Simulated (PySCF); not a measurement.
Below is a simulated gas-phase C 1s photoelectron spectrum of `N#C[C-](F)C#N`.

Every computed line was given a Gaussian of 0.7 eV full width at half maximum and an area set by the number of equivalent atoms; the highest printed point is 100. Method used: delta-SCF UKS SCAN, pcX-2 on the ionised atom, pcseg-1 elsewhere, spin-free X2C in PySCF.

(binding energy (eV), intensity): (286.0, 1), (286.1, 2), (286.2, 4), (286.3, 9), (286.4, 18), (286.5, 31), (286.6, 49), (286.7, 70), (286.8, 88), (286.9, 99), (287.0, 100), (287.1, 91), (287.2, 76), (287.3, 61), (287.4, 50), (287.5, 45), (287.6, 46), (287.7, 50), (287.8, 52), (287.9, 49), (288.0, 43), (288.1, 33), (288.2, 23), (288.3, 15), (288.4, 8), (288.5, 4), (288.6, 2), (288.7, 1), (288.8, 0)

Q: Count the maxima, the lines and the sites behind this envelope.

A: The curve has 2 maxima (at 287.0 and 287.8 eV). Under it lie 2 lines from 2 inequivalent carbon sites.

Q: Decompose the envelope and assign each component. Numbering: `[N:1]#[C:2][C-:3]([F:4])[C:5]#[N:6]`.

A: 
```csv
position (eV),relative area,line,atoms,environment
286.95,2,C 1s,C2/C5,carbon bonded to C and N
287.83,1,C 1s,C3,carbon bonded to 2 C and F
```

Q: What are the centre and the root-mean-square width of the whole band?

A: The area-weighted mean of the lines is 287.25 eV. Their own spread about it is 0.41 eV (rms) and each Gaussian has σ = 0.7/2.355 = 0.30 eV; the variances add, which gives 0.51 eV.

Lowest listed C 1s: C2/C5, bonded to N (triple bond) and C. Highest, 0.88 eV above it: C3, bonded to F and 2 C. Summing the Pauling electronegativity differences to the bonded atoms, each weighted by its formal bond order, gives +1.47 for the lowest site and +1.43 for the highest; the largest sum, +1.47, belongs to C2/C5, 0.88 eV below the top. The smallest sum, +1.43, belongs to C3, 0.88 eV above the lowest.

No satellites, vibrations or lifetime broadening are included. The first atom of each set that the bonding makes equivalent was ionised and stands for the set. The species carries charge -1, so core ionisation leaves a neutral species. The basis sets have no added diffuse functions. Isolated species at its PBE0-D3(BJ)/def2-SVP geometry, gas phase. The geometry's basis has no diffuse functions, a weakness for an anion.
